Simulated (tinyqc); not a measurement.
Pariser-Parr-Pople SCF with singles CI, for the molecule [CH2+]C=CC=O (SMILES; centres numbered as the heavy atoms are written), step by step. One step of it, computed by the program tinyqc.

Problem. Singles CI, singlets. Over the 6 single excitations with the smallest orbital gaps: A = (e_a - e_i) delta + 2 (ia|jb) - (ij|ab), with (pq|rs) = sum c_mp c_mq gamma_mn c_nr c_ns. f = 2/3 w |mu|^2 in atomic units, mu = sqrt2 sum c_ia sum_m c_mi c_ma R_m.

orbital energies (eV): -18.740945  -16.666760  -9.776438  -5.882965  -3.693915

coefficients:
```
,MO1,MO2,MO3,MO4,MO5
1C,0.258538,-0.450394,-0.622345,0.521107,-0.267278
2C,0.425937,-0.545468,-0.080262,-0.531547,0.481724
3C,0.510621,-0.208993,0.624875,0.029388,-0.551594
4C,0.499589,0.335359,0.175005,0.539456,0.562411
5O,0.491338,0.586060,-0.430290,-0.392465,-0.275577
```

repulsion gamma_rs (eV), lower triangle:
```
,1C,2C,3C,4C,5O
1C,11.130000
2C,5.344569,11.130000
3C,3.872154,5.346287,11.130000
4C,2.881359,3.873196,5.346287,11.130000
5O,2.422640,3.001469,4.092224,5.773087,15.200000
```

Centres (angstrom, eV; a flat drawing with bonds scaled to 1.40 angstrom):
```
centre,x,y,core charge z,W,gamma_rr
1C,-2.425000,-0.280000,1,11.160000,11.130000
2C,-1.212000,0.420000,1,11.160000,11.130000
3C,0.000000,-0.280000,1,11.160000,11.130000
4C,1.212000,0.420000,1,11.160000,11.130000
5O,2.425000,-0.280000,1,17.700000,15.200000
```

Give: singlet CI matrix; singlet excitation energies; oscillator strengths.

Solution.

singlet CI matrix (eV), lower triangle:
```
,2>3,1>3,2>4,1>4,2>5,1>5
2>3,4.6100
1>3,0.1346,6.1376
2>4,0.1928,0.4335,8.0417
1>4,-0.0499,0.1027,0.2798,9.4636
2>5,0.4864,0.4432,-0.0624,0.1565,9.3992
1>5,0.3294,0.1963,0.0382,-0.0376,0.0109,11.3285
```

singlet excitation energies (eV): 4.5310  5.9791  8.0834  9.3522  9.6793  11.3556

oscillator strengths: 1.2291  0.0047  0.1643  0.0226  0.1801  0.2792
